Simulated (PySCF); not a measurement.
Molecule: ethenone (SMILES C(=C)=O).

Geometry (Å), atoms numbered from 1 in this order:
```xyz
5

C    -0.501    0.015    0.150
C     0.731   -0.020   -0.227
O     1.841   -0.053   -0.566
H    -1.111   -0.866    0.135
H    -0.951    0.927    0.490
```

Frames of a GFN2-xTB Langevin trajectory at 600 K; GIAO PBE0/pcSseg-1 shieldings in PySCF 2.14, gas phase, non-relativistic; equivalent atoms averaged within each frame.

References, each an isolated molecule treated in the same way: 13C (σ = 186.93 ppm), 1H (σ = 31.72 ppm) against TMS; 17O (σ = 336.08 ppm) against H2O. The references are static minima.

Question: How do the shifts (ppm) fluctuate along the trajectory?

Answer: 
| time (fs) | C2 | C1 | O3 | H4/H5 |
| --- | --- | --- | --- | --- |
| optimised geometry | 198.2 | 0.4 | 365.0 | 2.26 |
| 250 | 203.2 | 5.2 | 395.2 | 2.62 |
| 425 | 195.9 | 1.0 | 362.1 | 2.31 |
| 625 | 203.9 | 3.3 | 383.9 | 2.15 |
| 800 | 203.7 | -3.7 | 377.2 | 1.06 |
| 1000 | 203.2 | 13.3 | 385.2 | 4.30 |
| mean of frames | 202.0 | 3.8 | 380.7 | 2.49 |
| standard deviation | 3.4 | 6.3 | 12.3 | 1.17 |

5 frames give an uncertainty of the mean of about the standard deviation over 2.2 at best, since frames this close in time may not be independent; classical motion lacks zero-point vibration, and the reference would need the same averaging.
